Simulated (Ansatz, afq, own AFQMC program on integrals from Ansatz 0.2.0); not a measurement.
AlH$_{4}$, doublet in cc-pVTZ, levels against CCSDT(Q)

```xyz
5

Al   -0.0914    0.0000    0.0000
H    -0.8844    1.3734    0.0000
H    -0.8844   -1.3734    0.0000
H     1.6696    0.0000    0.0000
H     2.5466    0.0000    0.0000
```

Basis cc-pVTZ. Noble-gas cores (and the filled d shells of Ga–Kr and In–Xe) are frozen. AFQMC by an in-house program on the Cholesky factors that Ansatz 0.2.0 writes for its CCSD(T) run. The CISD trial takes its coefficients from CCSD amplitudes. Released means that phaseless walkers are propagated on without the constraint, phases kept. Uncertainties: one standard error, sampling alone.

Determinant: UHF, the one that the program's search chose, which needn't be the lowest solution. The geometry is a point of a scan.

No full CI on the walks' own integrals is used here; CCSDT(Q) serves as the reference and is uncertain by about the last step of the cluster series.

* T1 diagnostic: 0.0162
* weight of the determinant in the CISD state: 0.918
* ⟨S²⟩ of the determinant: 0.772
* size of the correlated space: 7 electrons in 85 orbitals

Reference: CCSDT(Q), correlation energy -3.768 eV. The released energy is read at 2.40 1/Eh (meV from the phaseless value at times in 1/Eh: -1.7 ± 1.3 at 0.24, -3.3 ± 1.2 at 0.51, -4.1 ± 1.2 at 0.99, -5.3 ± 1.4 at 1.62, -5.0 ± 2.0 at 2.40).

| level | E − E(reference) (kcal/mol) | share of correlation (%) |
| --- | --- | --- |
| HF | 86.89 | 0.00 |
| MP2 | 19.57 | 77.48 |
| CCSD | 2.01 | 97.69 |
| CCSD(T) | 0.48 | 99.45 |
| CCSDT | 0.04 | 99.95 |
| ph-AFQMC/CISD | 0.14 ± 0.04 | 99.84 |
| released AFQMC | 0.03 ± 0.05 | 99.97 |

A walk keeps the symmetry of its determinant, which the program's search chose and which needn't be the lowest solution, so a lower state of the same spin and another symmetry isn't excluded. Released energies are given only where the last usable release times agree within the noise; a slower fall can still hide under it.
